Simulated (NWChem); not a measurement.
**SiF2 (SMILES F[Si]F) at 6 levels**

Wanted: a comparison of 6 runs (HF/3-21G, B3LYP/6-31G*, M06-2X/STO-3G, SVWN5/def2-TZVP, CCSD/def2-TZVP, CCSD(T)/6-31G*) of SiF2. 

The results are computed with NWChem 7.3.0.

1 further run of the same task is left out (set aside as unsound or not needed).

## (1) Starting point

SiF2 has 3 atoms, charge 0, and is taken as a singlet. SMILES: `F[Si]F`. Geometry: relaxed at PBE0-D4/def2-TZVP.

Bond lengths: F1–Si2 1.602 Å, Si2–F3 1.602 Å. Angles: F1–Si2–F3 100.6°.

## (2) Energy and forces at HF/3-21G (run 1)

f2si.nw

```
start f2si
memory 2200 mb
charge 0

geometry noautosym nocenter noautoz
  F      0.166300     1.246800     0.229400
  Si    -0.594900    -0.046400    -0.330100
  F      0.428600    -1.200400     0.100700
end

basis spherical bse
  * library 3-21G
end

scf
  singlet
  rhf
  thresh 1e-08
  maxiter 80
end

task scf gradient
```

Run with:

```bash
$ nwchem f2si.nw > f2si.out
```

The log of the run:

```text
[...]
  functions       =    31
[...]
  wavefunction    = RHF
[...]
         Total SCF energy =   -485.299149975449
      One-electron energy =   -877.325785578644
      Two-electron energy =    291.368214707035
 Nuclear repulsion energy =    100.658420896160
        Time for solution =      0.4s
[...]
                         RHF ENERGY GRADIENTS
    atom               coordinates                        gradient
                 x          y          z           x          y          z
   1 F       0.314261   2.356110   0.433503   -0.013289  -0.010452  -0.008420
   2 Si     -1.124198  -0.087683  -0.623799    0.028576   0.002234   0.015857
   3 F       0.809937  -2.268427   0.190295   -0.015287   0.008219  -0.007436
[...]
```

It took 1.1 s on 1 thread of Intel Xeon Platinum 8488C (Sapphire Rapids), shared host; peak memory 0.099 GiB.

## (3) Energy and forces at B3LYP/6-31G(d) (spherical functions) (run 2)

mymol.xyz

```xyz
3
F2Si gradient
F      0.166300     1.246800     0.229400
Si    -0.594900    -0.046400    -0.330100
F      0.428600    -1.200400     0.100700
```

mymol.nw

```
start mymol
title "F2Si gradient"
memory total 2200 mb

geometry units angstroms noautosym nocenter noautoz
   load mymol.xyz
end

basis "ao basis" spherical bse
   F library 6-31G*
   Si library 6-31G*
end

dft
   xc b3lyp
   grid xfine
   convergence energy 1e-08
   iterations 100
   mulliken
   print low
end

task dft gradient
```

Run with:

```bash
$ nwchem mymol.nw > mymol.out
```

The log of the run:

```text
[...]
 d= 0,ls=0.0,diis     1   -489.1769335070 -5.90D+02  2.66D-02  6.84D-01     0.8
[...]
 d= 0,ls=0.0,diis     7   -489.2538516249 -1.80D-09  6.58D-07  1.11D-09     4.1
         Total DFT energy =     -489.253851624872
      One electron energy =     -880.592721549971
           Coulomb energy =      332.627898131919
    Exchange-Corr. energy =      -41.947449102980
 Nuclear repulsion energy =      100.658420896160
[...]
      Total Density - Mulliken Population Analysis
     ---------------------------------------------
    Atom       Charge   Shell Charges
 -----------   ------   -------------------------------------------------------
    1 F    9     9.38   2.00  0.93  3.31  1.02  2.11  0.01
    2 Si  14    13.24   2.00  2.00  5.96  1.15  1.03  0.65  0.22  0.23
    3 F    9     9.38   2.00  0.93  3.31  1.02  2.11  0.01
[...]
                         DFT ENERGY GRADIENTS
    atom               coordinates                        gradient
                 x          y          z           x          y          z
   1 F       0.314261   2.356110   0.433503   -0.004873  -0.009339  -0.003699
   2 Si     -1.124198  -0.087683  -0.623799    0.011645   0.000914   0.006462
   3 F       0.809937  -2.268427   0.190295   -0.006773   0.008426  -0.002763
 Task  times  cpu:        5.5s     wall:        5.5s
 Total times  cpu:        5.5s     wall:        5.5s
```

Run time: 6.3 s. Hardware: 1 thread of Intel Xeon Platinum 8488C (Sapphire Rapids), shared host; peak memory 0.11 GiB.

Runs 3 to 5 aren't shown in full; the table further down has their settings and results.

## (4) A single-point energy at CCSD(T)/6-31G(d) (spherical functions) (run 6)

f2si.nw

```
start f2si
title "F2Si energy"
memory 2200 mb

geometry noautosym nocenter noautoz
F        0.166300       1.246800       0.229400
Si      -0.594900      -0.046400      -0.330100
F        0.428600      -1.200400       0.100700
end

basis spherical bse
* library 6-31G*
end

scf
thresh 1e-08
maxiter 80
end

ccsd
freeze core 7
maxiter 60
end

task ccsd(t) energy
```

Run with:

```bash
$ nwchem f2si.nw > f2si.out
```

The log of the run:

```text
[...]
  functions       =    46
[...]
  wavefunction    = RHF
[...]
         Total SCF energy =   -487.880574682261
      One-electron energy =   -880.406154945346
      Two-electron energy =    291.867159366924
 Nuclear repulsion energy =    100.658420896160
        Time for solution =      3.1s
[...]
 Total MP2 energy:           -488.297682595507069
[...]
             energy      energy      error      ampl     ampl      Block
                                                time     time      time
[...]
 Total CCSD energy:           -488.308820206585438
[...]
 Total CCSD+T(CCSD) energy:           -488.319040846250573
[...]
 Total CCSD(T) energy:                -488.317228936839058
[...]
```

Wall time 15 s (1 thread of Intel Xeon Platinum 8488C (Sapphire Rapids), shared host); peak memory 0.11 GiB.

## (5) All runs side by side

```
run                                 level  iteration cap   module  energy (Eh)  largest force (eV/Å)  wall time
  1                              HF/3-21G             80      scf  -485.299150                 1.684      1.1 s
  2    B3LYP/6-31G* (spherical functions)            100      dft  -489.253852                 0.686      6.3 s
  3                         M06-2X/STO-3G            100      dft  -482.935905                 2.431      3.9 s
  4                       SVWN5/def2-TZVP            100      dft  -486.969850                 0.039       18 s
  5                        CCSD/def2-TZVP             80     ccsd  -488.615516                     –    2.5 min
  6  CCSD(T)/6-31G* (spherical functions)             80  ccsd(t)  -488.317229                     –       15 s
```

## (6) Outcome

| quantity | value |
| --- | --- |
| run 6: total energy | -488.31723 Eh |
| run 6: HOMO energy (Hartree–Fock orbitals) | -10.91 eV |
| run 6: LUMO energy (Hartree–Fock orbitals) | 1.24 eV |
| run 6: HOMO–LUMO gap (Hartree–Fock orbitals) | 12.15 eV |
| run 6: correlation energy (7 core orbitals frozen) | -436.7 mEh |
| run 6: (T) correction | -8.41 mEh |

What this shows: Over runs 1, 3, 4 the dipole moment (its size) runs from 0.34 D (M06-2X/STO-3G) to 1.52 D (HF/3-21G). The two ends differ in method and basis. Totals of different functionals can't be ranked against each other. In run 3 the basis is minimal, so the values are rough. All runs together took 3.2 min, the longest 2.5 min.
